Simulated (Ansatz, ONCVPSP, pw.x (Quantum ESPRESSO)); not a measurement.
**Equation-of-state test of one ONCV potential (Cu)**

ONCVPSP 4.0.1.1 (patched build) input, shortened (lines: element, Z, core and valence counts, functional; n l f; lmax; l rc ep ncon nbas qcut; lloc lpopt rc5 dvloc0; l nproj debl; icmod fcfact rcfact), PBE, scalar-relativistic:

```
  Cu 29.00    5    2        4      upf
    1    0    2.00
    2    0    2.00
    2    1    6.00
    3    0    2.00
    3    1    6.00
    3    2   10.00
    4    0    1.00
    2
    0    2.25    0.00    3    6    2.80
    1    1.80    0.12    4    8    4.20
    2    1.55    0.00    4    8    9.60
    4    5    1.45    6.00
    0    1    3.00
    1    2    3.40
    2    1    2.60
    3    5.00    1.75
```

Atomic tests: cutoffs needed: 39 Ha and 44 Ha (the cutoffs (Ha) at which the residual kinetic energy of the hardest occupied pseudo-wave falls to 1 and 0.1 mHa per electron); ghost test: no bound ghost flagged; GHOST(+) flags only above 600 eV; configuration tests: 1 of 4 tests not solved or not reliable.

Crystal test: fcc Cu in pw.x 7.5, no spin, 15³ k-points, Fermi–Dirac smearing 0.01 Ry, cutoffs 105/420 Ry. The reference is all-electron LAPW (Ansatz 0.2.0) with the same functional, mesh and smearing; V0 and B0 come from Birch–Murnaghan fits to the pressures at five volumes. Errors are pseudo minus all-electron; Δ is the rms difference of the E(V) curves that follow from these fits, minima aligned, over ±6 % about the mean V0. Mesh and smearing are coarse, so the numbers serve the comparison and aren't converged zero-temperature values; the lattice is a test structure that the element need not adopt.

All-electron: a0 = 3.629 Å (V0 = 11.95 Å³/atom), B0 = 140.8 GPa.

**Question.** How far does the potential miss the all-electron equation of state?

**Answer.** mean pressure error (GPa): +5.76; a0 (Å): 3.674; a0 error (%): +1.24; B0 error (%): +12.4; Δ (meV/atom): 14.4. This is a poor potential for the solid. Atomic configuration tests: 1 of 4 tests not solved or not reliable.

| V (Å³/atom) | P all-electron (GPa) | P pseudo (GPa) |
| --- | --- | --- |
| 11.403 | 7.47 | 14.54 |
| 11.703 | 3.14 | 9.89 |
| 12.003 | -0.58 | 5.37 |
| 12.303 | -3.78 | 1.19 |
| 12.603 | -6.53 | -2.46 |

**Question.** At the middle volume, how do free energy and pressure move when the wave cutoff is lowered (ecutrho kept at four times it)?

**Answer.**

| cutoff (Ry) | shift of F (meV/atom) | shift of P (GPa) |
| --- | --- | --- |
| 47 | +57355.9 | -2736.09 |
| 63 | +6374.7 | -580.91 |
| 84 | +69.7 | -14.57 |

The run at the middle volume (120 k-points, 7 iterations) took about 27 s on one core of a shared host (Neoverse-N1, 64 threads, 124 GiB, load 55).
